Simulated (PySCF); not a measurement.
Geometry:
```tsv
atom	x (Å)	y (Å)	z (Å)
Si1	-0.065	-0.123	-0.369
O2	-0.060	-0.091	1.296
H3	0.355	0.667	1.715
H4	1.322	-0.134	-0.933
H5	-0.783	1.056	-0.950
H6	-0.769	-1.374	-0.760
```

Geometry: PBE0-D3(BJ)/def2-SVP; GIAO shifts from PySCF 2.14.0 with density-fitted response routines, gas phase, non-relativistic, averaged over equivalent atoms.

At PBE0/pcSseg-1 (61 basis functions, 3.4 s wall time on 1 thread of an Arm Neoverse V1, shared host):
| atoms | δ (ppm) |
| --- | --- |
| Si1 | -32.5 |
| O2 | -1.1 |
| H4/H5/H6 | 4.94 |
| H3 | 0.10 |

References, each an isolated molecule treated in the same way: 29Si (351.99 ppm), 1H (31.27 ppm) against TMS; 17O (334.56 ppm) vs H2O.

What do these become at B3LYP/pcSseg-1?

## Answers


```csv
atoms,δ at B3LYP/pcSseg-1,change
Si1,-38.1,-5.6
O2,3.0,+4.1
H4/H5/H6,4.86,-0.08
H3,0.11,+0.01
```

Chemical shifts δ = σref − σ; 29Si (σ = 337.86 ppm) and 1H (σ = 31.38 ppm) against TMS; 17O (σ = 334.04 ppm) against H2O, all at this level.

The largest change is at Si1 (silicon bonded to O, 3 H). Cost: 61 basis functions, 1.4 s wall time on 1 thread of an Arm Neoverse V1, shared host.

Experimental scales use liquid or dissolved standards, which lie at an offset from isolated H2O (liquid H2O: subtract about 36 ppm).
